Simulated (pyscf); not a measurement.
`[BH]=[O]` + `[H]` [doublet] → `[B]=[O]` [doublet] + `[H][H]`, a hydrogen abstraction (doublet surface; B–H broken, H–H formed). Optimised with ωB97X-D3(BJ)/def2-SVP in PySCF. Energies in kcal/mol from the separated reactants.

AM1 to PM7: differences of heats of formation from MOPAC, which are fitted to 298 K values and so differ in kind from electronic energies by zero-point and thermal terms. Open shells are spin-unrestricted. 

### Question
Quick PM7 single points give ΔE‡ = -15.3 kcal/mol and ΔE = -12.5 kcal/mol. What does ωB97M-D3(BJ)/def2-TZVP give, and how far is the quick result from it?

### Answer
ωB97M-D3(BJ)/def2-TZVP gives ΔE‡ = 14.3 kcal/mol and ΔE = +10.3 kcal/mol. PM7 lies 29.7 kcal/mol under it in the barrier and 22.8 kcal/mol under it in the reaction energy, so on this step it does not hold to within 3.0 kcal/mol. At PM7 this geometry lies under one side, so its ΔE‡ may be no barrier of that level. ωB97M-D3(BJ)/def2-TZVP has limits of its own. This is the saddle that the search found; another between the same sides may lie lower. The angle at the transferred H is 178°.
